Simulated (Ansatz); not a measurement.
Geometry optimisation, Ansatz 0.2.0, RKS B3LYP/cc-pVDZ.

Input:

```yaml
crystal:
  periodic: [false, false, false]
  atoms:
    - { symbol: B, position_ang: [-1.38943, 0.48902, -0.7687] }
    - { symbol: Al, position_ang: [0.2996, 0.18185, 0.39119] }
    - { symbol: S, position_ang: [0.82386, 1.54832, 2.04046] }
    - { symbol: H, position_ang: [-2.31156, -0.24396, -0.72578] }
    - { symbol: H, position_ang: [-1.45226, 1.2828, -1.63619] }
    - { symbol: H, position_ang: [1.38174, -0.94524, 0.35071] }
    - { symbol: H, position_ang: [1.96968, 0.88262, 2.18237] }
basis:
  gaussian: { orbitals: cc-pVDZ }
hamiltonian:
  xc: b3lyp
relax:
  f_tol: 0.015
  max_steps: 40
output:
  orbitals: {}
```

Run as:

```bash
$ ansatz run input.yaml --threads 1 --pin off --max-ram 2048MiB --backend cpu --events-out ev --progress --plain --runs-dir out
```

Q: Where does it end, and by what steps?

A: The run converged. After 7 steps the energy has fallen by 0.133 eV; H4 moved furthest, 0.28 Å.

```tsv
step	energy less start (eV)	largest force component (eV/Å)	accepted
0	0.0000	0.694	yes
1	-0.0680	0.662	yes
2	-0.1233	0.202	yes
3	-0.1269	0.066	yes
4	-0.1316	0.024	yes
5	-0.1327	0.052	yes
6	-0.1326	0.032	no
7	-0.1330	0.003	yes
```

```xyz
7
Properties=species:S:1:pos:R:3
B -1.385 0.455 -0.795
Al 0.379 0.157 0.353
S 0.772 1.543 2.050
H -2.432 -0.086 -0.524
H -1.410 1.166 -1.773
H 1.461 -0.987 0.107
H 1.937 0.948 2.417
```

The run took 12 s on 1 thread of Intel(R) Xeon(R) 6975P-C (Granite Rapids), on a shared host, peak memory 0.15 GiB.
